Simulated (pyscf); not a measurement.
Optimised with ωB97X-D3(BJ)/def2-SVP in PySCF.

**Question.** Estimate by transition-state theory the rate constant of F–Ag (SMILES [F][Ag]) + H₂ (SMILES [H][H]) -> AgH (SMILES [AgH]) + HF (SMILES F) (singlet surface; Ag–F, H–H broken, Ag–H, F–H formed) at 900 K, with ωB97M-D3(BJ)/def2-TZVP energies (ideal gas, 1 atm, RRHO with modes under 100 cm⁻¹ raised to 100, one conformer, R ln 2 for chiral ones without a mode under 150 cm⁻¹; no tunnelling).

**Answer.** The electronic barrier is 8.6 kcal/mol and the thermal terms add +22.7, so ΔG‡ = 31.3 kcal/mol. With k_BT/h = 1.88e+13 s⁻¹ and RT = 1.788 kcal/mol, and a volume of 1.23e-19 cm³ per molecule at 1 atm, k = 5.9e-14 cm³ molecule⁻¹ s⁻¹. Wigner's tunnelling factor for 928i cm⁻¹ would be 1.09. A shift of 1 kcal/mol in the barrier changes k by a factor 1.7. On the product side the descent ends in a complex, 6.6 kcal/mol under the separated species and 19.1 kcal/mol under the saddle at ωB97X-D3(BJ)/def2-TZVP. The reactants may also form a dative adduct at F–Ag; it and routes through it were not searched. The products may also form a dative adduct at AgH; it and routes through it were not searched. At the saddle there is also a short Ag–H contact that neither side keeps. This is the saddle that the search found; another between the same sides may lie lower. Elements past Kr carry the def2 core potentials, without spin-orbit coupling.
